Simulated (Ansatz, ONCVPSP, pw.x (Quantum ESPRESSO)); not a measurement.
**pw.x on bcc Ga: one setting changed**

Potential: optimised norm-conserving Vanderbilt (ONCV), ONCVPSP 4.0.1.1 (patched build), PBEsol; core [Ar] 3d10, reference 4s2 4p1; waves: 4s: rc 1.85 bohr, ncon 3, nbas 7, qcut 3.3 1/bohr, 2 projectors, debl 3.4 Ha; 4p: rc 2.50 bohr, ncon 4, nbas 9, qcut 3.4 1/bohr, 2 projectors, debl 3.5 Ha; d scattering state at 0.09 Ha: rc 2.55 bohr, ncon 4, nbas 8, qcut 4.3 1/bohr, 2 projectors, debl 3 Ha; local part: polynomial inside 1.30 bohr (lpopt 2, dvloc0 -1 Ha); core correction: Teter function, fcfact 2, rcfact 0.96.

The reference run (k-mesh 14³, cutoffs 90/360 Ry, Fermi–Dirac 0.01 Ry, mixing_beta 0.4, conv_thr 1e-9, no spin) gives -0.05 GPa at 18.120 Å³/atom, where all-electron LAPW gives -0.58 GPa. This run, with its own iteration cap, changes startingwfc to atomic.

```
&control
  calculation='scf', prefix='x', pseudo_dir='./', outdir='./tmp', tstress=.true., disk_io='none'
/
&system
  ibrav=0, nat=1, ntyp=1, ecutwfc=90, ecutrho=360, nbnd=8,
  occupations='smearing', smearing='fd', degauss=0.01
/
&electrons
  conv_thr=1e-09, mixing_beta=0.4, electron_maxstep=60, startingwfc='atomic'
/
ATOMIC_SPECIES
Ga 1.0 Ga.UPF
CELL_PARAMETERS angstrom
  -1.65462431 1.65462431 1.65462431
  1.65462431 -1.65462431 1.65462431
  1.65462431 1.65462431 -1.65462431
ATOMIC_POSITIONS crystal
Ga 0.0000 0.0000 0.0000
K_POINTS automatic
14 14 14 0 0 0
```

```bash
pw.x < Ga.scf.in > Ga.scf.out
```

Task: How does the run end?

Result: It converges in 6 iterations; the free energy moves by +0.0 meV/atom and the pressure by +0.00 GPa. The result is that of the reference run.

```
Message from routine setup:
     using ibrav=0 with symmetry is DISCOURAGED, use correct ibrav instead
     lattice parameter (alat)  =       5.4158  a.u.
     unit-cell volume          =     122.2798 (a.u.)^3
     number of electrons       =         3.00
     number of Kohn-Sham states=            8
     kinetic-energy cutoff     =      90.0000  Ry
     charge density cutoff     =     360.0000  Ry
     scf convergence threshold =      1.0E-09
     Exchange-correlation= PBESOL
     number of k points=   104  Fermi-Dirac smearing, width (Ry)=  0.0100
     iteration #  1     ecut=    90.00 Ry     beta= 0.40
     total energy              =      -4.59908848 Ry
     estimated scf accuracy    <       0.00259347 Ry
     iteration #  2     ecut=    90.00 Ry     beta= 0.40
     total energy              =      -4.59880220 Ry
     estimated scf accuracy    <       0.00082329 Ry
     iteration #  3     ecut=    90.00 Ry     beta= 0.40
     total energy              =      -4.59883060 Ry
     estimated scf accuracy    <       0.00000064 Ry
     iteration #  4     ecut=    90.00 Ry     beta= 0.40
     c_bands:  2 eigenvalues not converged
     total energy              =      -4.59883155 Ry
     estimated scf accuracy    <       0.00000001 Ry
     iteration #  5     ecut=    90.00 Ry     beta= 0.40
     c_bands:  1 eigenvalues not converged
     total energy              =      -4.59883155 Ry
     estimated scf accuracy    <          2.7E-09 Ry
     iteration #  6     ecut=    90.00 Ry     beta= 0.40
     the Fermi energy is     6.0620 ev
!    total energy              =      -4.59883155 Ry
     estimated scf accuracy    <          1.4E-11 Ry
     smearing contrib. (-TS)   =      -0.00176987 Ry
     The total energy is F=E-TS. E is the sum of the following terms:
     one-electron contribution =       2.38281349 Ry
     hartree contribution      =       0.01535180 Ry
     xc contribution           =      -1.75772545 Ry
     ewald contribution        =      -5.23750151 Ry
     convergence has been achieved in   6 iterations
          total   stress  (Ry/bohr**3)                   (kbar)     P=       -0.54
     Message from routine punch:
     Nothing written, as per user request (disk_io='none')
```

The run took about 32 s on one core of a shared host (Neoverse-N1, 64 threads, 498 GiB, load 32).
